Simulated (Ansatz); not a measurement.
A nudged elastic band was laid between two geometries of C3H7FO (12 atoms, charge 0, multiplicity 1).

Computed with RKS B3LYP-D4/6-31G* (Ansatz).

```json
{
  "movable images": "5",
  "climbing image": "yes",
  "spring": "2.0 to 10.0 eV/Å², energy-weighted",
  "optimiser": "quadratic models (default)",
  "start path": "IDPP",
  "force threshold": "0.03 eV/Å",
  "iteration limit": "60",
  "end points": "relaxed"
}
```

First end point:

```xyz
12
Properties=species:S:1:pos:R:3
O -1.159 -0.831 1.668
C -0.860 -0.419 0.339
C 0.567 0.113 0.333
C 1.020 0.551 -1.047
F 0.175 1.553 -1.528
H -2.092 -1.092 1.695
H -1.543 0.371 -0.005
H -0.944 -1.261 -0.370
H 1.245 -0.668 0.699
H 0.637 0.956 1.031
H 0.992 -0.282 -1.762
H 2.040 0.953 -1.020
```

Last end point:

```xyz
12
Properties=species:S:1:pos:R:3
O -1.344 -1.098 1.473
C -0.903 -0.563 0.231
C 0.492 0.057 0.322
C 0.991 0.579 -1.014
F 0.124 1.567 -1.485
H -1.477 -0.354 2.080
H -1.612 0.177 -0.166
H -0.891 -1.409 -0.465
H 1.198 -0.693 0.701
H 0.482 0.885 1.044
H 1.027 -0.222 -1.765
H 1.991 1.019 -0.924
```

Question: Which bonds break or form, and what moves?

Answer: No bond is made or broken. The dihedral H6–O1–C2–H7 goes from 55 to -56°.

Question: What energy profile does the band end with?

Answer: It converged. The highest image is number 3 of 0 to 6, 0.038 eV above the first end and 0.046 eV above the last; the last end lies 0.009 eV below the first. Another band between the same ends (5 images) ends at a top of the same energy, where a vibrational analysis finds 1 clearly imaginary mode.

```json
{"image": "0", "path coordinate (Å)": "0.00", "energy (eV)": "0.000", "dihedral H6–O1–C2–H7 (°)": "55"}
{"image": "1", "path coordinate (Å)": "0.31", "energy (eV)": "0.015", "dihedral H6–O1–C2–H7 (°)": "32"}
{"image": "2", "path coordinate (Å)": "0.50", "energy (eV)": "0.031", "dihedral H6–O1–C2–H7 (°)": "16"}
{"image": "3", "path coordinate (Å)": "0.66", "energy (eV)": "0.038", "dihedral H6–O1–C2–H7 (°)": "1"}
{"image": "4", "path coordinate (Å)": "0.82", "energy (eV)": "0.031", "dihedral H6–O1–C2–H7 (°)": "-15"}
{"image": "5", "path coordinate (Å)": "1.02", "energy (eV)": "0.013", "dihedral H6–O1–C2–H7 (°)": "-31"}
{"image": "6", "path coordinate (Å)": "1.36", "energy (eV)": "-0.009", "dihedral H6–O1–C2–H7 (°)": "-56"}
```

Question: What is the geometry of the highest image?

Answer: 
```xyz
12
Properties=species:S:1:pos:R:3
O -1.184 -1.061 1.567
C -0.843 -0.534 0.286
C 0.551 0.087 0.330
C 1.006 0.590 -1.026
F 0.113 1.558 -1.492
H -2.000 -0.638 1.863
H -1.565 0.219 -0.050
H -0.861 -1.351 -0.452
H 1.267 -0.663 0.692
H 0.558 0.913 1.052
H 1.033 -0.222 -1.765
H 2.002 1.045 -0.972
```

Run time: 95 s on 1 thread of Intel(R) Xeon(R) Platinum 8488C (Sapphire Rapids) (shared host), peak memory 0.2 GiB.
